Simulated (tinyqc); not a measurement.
Worked calculation: LCCD on RHF in the sto-6g basis, frozen core, for H2O, spin multiplicity 1. One step of it, computed by the program tinyqc.

Task: Orthogonalisation. S = U s U^T; symmetric (Loewdin) form X = U s^(-1/2) U^T, so that X^T S X = 1.

overlap S, order 1O 1s, 1O 2s, 1O 2px, 1O 2py, 1O 2pz, 2H 1s, 3H 1s:
$$\begin{pmatrix}
1.000000 & 0.231145 & 0.000000 & 0.000000 & 0.000000 & 0.042074 & 0.042074 \\
0.231145 & 1.000000 & 0.000000 & 0.000000 & 0.000000 & 0.401834 & 0.401834 \\
0.000000 & 0.000000 & 1.000000 & 0.000000 & 0.000000 & 0.000000 & 0.000000 \\
0.000000 & 0.000000 & 0.000000 & 1.000000 & 0.000000 & 0.281736 & -0.281736 \\
0.000000 & 0.000000 & 0.000000 & 0.000000 & 1.000000 & 0.205635 & 0.205635 \\
0.042074 & 0.401834 & 0.000000 & 0.281736 & 0.205635 & 1.000000 & 0.180028 \\
0.042074 & 0.401834 & 0.000000 & -0.281736 & 0.205635 & 0.180028 & 1.000000
\end{pmatrix}$$

Give: eigenvalues of S; X.

Result:

eigenvalues of S: [0.4201, 0.5015, 0.8906, 1.0000, 1.0916, 1.3185, 1.7776]

X, order 1O 1s, 1O 2s, 1O 2px, 1O 2py, 1O 2pz, 2H 1s, 3H 1s:
$$\begin{pmatrix}
1.0224 & -0.1337 & 0.0000 & 0.0000 & -0.0070 & 0.0179 & 0.0179 \\
-0.1337 & 1.1704 & 0.0000 & 0.0000 & 0.0750 & -0.2351 & -0.2351 \\
0.0000 & 0.0000 & 1.0000 & 0.0000 & 0.0000 & 0.0000 & 0.0000 \\
0.0000 & 0.0000 & 0.0000 & 1.0819 & 0.0000 & -0.1866 & 0.1866 \\
-0.0070 & 0.0750 & 0.0000 & 0.0000 & 1.0376 & -0.1183 & -0.1183 \\
0.0179 & -0.2351 & 0.0000 & -0.1866 & -0.1183 & 1.1401 & -0.0610 \\
0.0179 & -0.2351 & 0.0000 & 0.1866 & -0.1183 & -0.0610 & 1.1401
\end{pmatrix}$$
